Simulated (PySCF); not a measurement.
Exercise with solution: oscillator strength and radiative lifetime

butadiene (C₄H₆), SMILES C=CC=C.

The structure is a stationary point at r2SCAN-D4/def2-SVP. The values are those of a single conformer.

TDDFT-PBE0/def2-SVPD (PySCF) puts the first singlet state with f over 0.02 at 5.81 eV (vertical), with the transition dipole (-0.235, 2.181, 0.000) in atomic units.

Find the oscillator strength, the wavelength and the radiative lifetime that this transition would have in vacuum if emission retraced absorption.


|μ|² = 4.8120 au, so |μ| = 5.58 D. ΔE = 5.81/27.211 = 0.2135 hartree. f = (2/3) ΔE |μ|² = 0.685 (the program prints 0.685).
λ = 1239.84/5.81 = 213 nm; ν = 46861 cm⁻¹.
Einstein's coefficient A = 0.6670 ν² f s⁻¹ (ν in cm⁻¹) = 1.0e9 s⁻¹, so τ = 1/A = 1.00 ns. This state is S1. The figure is the radiative limit of this one transition; relaxation, internal conversion, crossing to triplets and a medium change what is measured.
